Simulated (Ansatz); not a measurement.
Two isomers of C4H6O: A = `CC#COC`, B = `CC1=COC1`.

Isolated molecules relaxed with PBE0-D4/def2-TZVP in Ansatz; ΔE leaves out vibrations. CCSD(T)/CBS is the MP2 limit (def2-TZVPP, def2-QZVPP) plus CCSD(T) − MP2 in def2-TZVPP, frozen cores. Functionals use def2-TZVPP. B3LYP here is the variant with VWN-RPA as its local correlation; programs differ in this.

Which isomer does CCSD(T)/CBS put lower? Give the gap. (An estimate is asked.)

Ansatz gave: B, by 14.7 kcal/mol.

Give E(B) − E(A) in kcal/mol with ωB97M-V, r2SCAN-D4, PBE0-D4, HF/def2-TZVPP, CCSD/def2-TZVPP, MP2/def2-TZVPP, B3LYP-D4. (Best estimate.)

Computed: ωB97M-V -15.0, r2SCAN-D4 -15.8, PBE0-D4 -17.4, HF/def2-TZVPP -7.1, CCSD/def2-TZVPP -13.7, MP2/def2-TZVPP -14.1, B3LYP-D4 -11.8. None reverses the order clearly.

Largest T1 diagnostic: 0.013.

The D4 term adds −1.0 kcal/mol with B3LYP and −0.5 kcal/mol with PBE0; it sums over pairs of atoms, weighted by their polarisabilities, and B3LYP, whose exchange is more repulsive, gets the larger term. In def2-TZVPP, CCSD(T) changes the Hartree–Fock value by −7.5 kcal/mol (the triples alone add −0.9 kcal/mol) and MP2 by −7.0 kcal/mol.
